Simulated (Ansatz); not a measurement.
Geometry optimisation, RKS B3LYP-D4/6-31G* in Ansatz.

The input (input.yaml):

```yaml
crystal:
  periodic: [false, false, false]
  atoms:
    - { symbol: Al, position_ang: [0.0, 0.0, 0.0] }
    - { symbol: H, position_ang: [0.8998, 0.0, 1.5126] }
    - { symbol: Cl, position_ang: [2.3982, 0.0, 0.3916] }
    - { symbol: F, position_ang: [-1.4635, 0.0, -0.845] }
basis:
  gaussian: { orbitals: "6-31G*" }
hamiltonian:
  xc: b3lyp
  dispersion: d4
relax:
  f_tol: 0.15
  max_steps: 25
  restrain:
    - { distance: [1, 2], at: 2.57, k: 30.0 }
    - { distance: [0, 1], at: 1.56, k: 30.0 }
    - { distance: [0, 2], at: 2.23, k: 30.0 }
```

Command:

```bash
$ ansatz run input.yaml --threads 1 --pin off --max-ram 2048MiB --backend cpu --events-out ev --progress --plain --runs-dir out
```

Where does it end, and by what steps?

It converged. The restraints hold the end off the free minimum. After 6 steps the energy has fallen by 2.694 eV (the restraints' own energy left out); H2 moved furthest, 0.51 Å.

```tsv
step	energy less start (eV)	largest force component (eV/Å)	accepted
0	0.0000	2.236	yes
1	-0.8982	2.304	yes
2	-1.8383	2.366	yes
3	-2.5665	1.463	yes
4	-2.6890	1.227	yes
5	-2.6884	1.919	yes
6	-2.6935	1.835	yes
```

```xyz
4
Properties=species:S:1:pos:R:3
Al 0.164 0.000 0.232
H 0.444 0.000 1.751
Cl 2.311 0.000 -0.093
F -1.085 0.000 -0.831
```

Time of the run: 14 s on 1 thread of Arm Neoverse V2 (shared host), peak memory 0.12 GiB.
